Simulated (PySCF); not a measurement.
# Telling isomers of C₅H₆O apart by NMR

Level of theory: shielding tensors at PBE0/pcSseg-1 (GIAO), GFN2-xTB structure, J: B3LYP/pcJ-1 (spin–dipole term left out of most H,H and C,H couplings), in PySCF (no solvent, non-relativistic Hamiltonian, a single conformation, averaged over atoms made equivalent by symmetry, fast rotation or ring inversion).

Chemical shifts δ = σref − σ; TMS for ¹H (σref 31.72), ¹³C (σref 186.93), all at this level. Multiplet labels drop J under 1 Hz and among equivalent protons, and merge close values. Unscaled 3J(H,H) run several per cent high. Vicinal couplings that depend on rotamer populations or ring flexing (ring, CH–CH, X–H and H–F types) are those of the one conformer. Shifts are as computed. Against solution values, carbons near 30 ppm lie about +3 ppm off and those near 130 ppm about +5 ppm. Of 1211 compounds with measured shifts, 218 miss one by over three times the rms of a fit or turn the order of signals round; such compounds aren't used in these exercises. OH and NH positions are gas-phase values without hydrogen bonding to other molecules.

(1) Tabulate the signals of `C#C/C=C/OC`, `OCC=C1C=C1`, `C#C[C@H](C)C=O` and their relative energies.

(2) What is the quickest way to tell C#C/C=C/OC from OCC=C1C=C1?

(3) What is the quickest way to tell OCC=C1C=C1 from C#C[C@H](C)C=O?

(4) What is the quickest way to tell C#C/C=C/OC from C#C[C@H](C)C=O?

## Answers

(1) 
```tsv
SMILES	carbon types	δC	δH	E rel. (kcal/mol)
C#C/C=C/OC	1×C 3×CH 1×CH3	169.7, 86.1, 84.8, 84.3, 55.8	7.24 (d, 1H), 4.69 (dd, 1H), 3.69 (s, 3H), 2.40 (d, 1H)	12.4
OCC=C1C=C1	1×C 3×CH 1×CH2	142.7, 142.6, 118.6, 85.9, 69.7	8.34 (t, 1H), 8.23 (t, 1H), 4.88 (tt, 1H), 4.50 (d, 2H), -0.17 (br s, 1H)	28.3
C#C[C@H](C)C=O	1×C 3×CH 1×CH3	200.4, 85.1, 82.7, 41.0, 17.6	9.46 (d, 1H), 3.06 (qdd, 1H), 1.88 (d, 1H), 1.41 (d, 3H)	0.0
```

Energies are electronic energies at PBE0/pcSseg-1 on these geometries, without zero-point or thermal terms, each for the one conformer computed, which needn't be the lowest.

(2) Both give the same number of carbon signals, but DEPT or the intensities differ. The first has a methyl carbon bonded to O (CH3) at 55.8 ppm, the second an allylic sp3 CH2 bonded to O at 69.7 ppm. Their most deshielded carbons lie at 169.7 and 142.7 ppm. In the proton spectra the most deshielded non-exchanging signals are 7.24 (d, J = 14.6 Hz, 1H) and 8.34 (t, J = 1.9 Hz, 1H).

(3) Both give the same number of carbon signals, but DEPT or the intensities differ. The first has an allylic sp3 CH2 bonded to O at 69.7 ppm, the second a methyl carbon (CH3) at 17.6 ppm. Their most deshielded carbons lie at 142.7 and 200.4 ppm. In the proton spectra the most deshielded non-exchanging signals are 8.34 (t, J = 1.9 Hz, 1H) and 9.46 (d, J = 6.0 Hz, 1H).

(4) Both give the same number of carbon signals, with the same numbers of each carbon type, so the positions decide. The first has a methyl carbon bonded to O (CH3) at 55.8 ppm, the second an sp3 CH α to a carbonyl at 41.0 ppm. Their most deshielded carbons lie at 169.7 and 200.4 ppm. In the proton spectra the most deshielded non-exchanging signals are 7.24 (d, J = 14.6 Hz, 1H) and 9.46 (d, J = 6.0 Hz, 1H).
